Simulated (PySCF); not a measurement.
**`[H]/P=P\C=C`, C₂H₄P₂**

Geometry (Å), atoms numbered from 1 in this order:
```xyz
8

C    -1.5488   -0.1718    0.2575
C    -0.2436   -0.1416    0.0091
P     0.7408    1.3361    0.3692
P     2.6333    0.8361   -0.1887
H    -2.0608    0.6776    0.6782
H    -2.1498   -1.0431    0.0508
H     0.2523   -1.0092   -0.4148
H     2.3858   -0.4746   -0.6304
```

Theory: GIAO wB97X-D/aug-pcSseg-1 magnetisability, rotational g tensor and spin-rotation constants, non-relativistic, gas phase in PySCF 2.14.0. Geometry: GFN2-xTB.

Task: What are the magnetisability and the molar susceptibility?

Result: Isotropic -693 × 10⁻³⁰ J/T², or -41.8 × 10⁻⁶ cm³/mol; principal values -1030, -600, -450 × 10⁻³⁰ J/T², anisotropy 521 × 10⁻³⁰ J/T² (root of half the summed squared differences of the principal values). The susceptibility is in cgs units.

Task: Split it along the inertial axes a, b, c into diamagnetic and paramagnetic parts about the centre of mass, with the quadrupole moment.

Result: 
| axis | χ (10⁻⁶ cm³/mol) | diamagnetic (10⁻⁶ cm³/mol) | paramagnetic (10⁻⁶ cm³/mol) | summed x² of all electrons (Å²) | quadrupole Θ (D Å) |
| --- | --- | --- | --- | --- | --- |
| a | -34.9 | -148.4 | 113.5 | 125.6 | +2.85 |
| b | -28.3 | -569.9 | 541.6 | 26.2 | +1.30 |
| c | -62.0 | -644.1 | 582.1 | 8.7 | -4.15 |

Anisotropies 2χaa − χbb − χcc = +20.4 and 2χbb − χaa − χcc = +40.4 × 10⁻⁶ cm³/mol. Θ is traceless in Buckingham's convention.

Task: And the rotational g tensor?

Result: 
```
axis  rotational constant (GHz)        g  nuclear part  electronic part
   a                    16.6253  -0.2814        0.6047          -0.8862
   b                     2.3352  -0.0458        0.5484          -0.5942
   c                     2.0476  -0.0047        0.5553          -0.5600
```
Asymmetric top; isotopes 12C, 1H, 31P; no vibrational averaging.
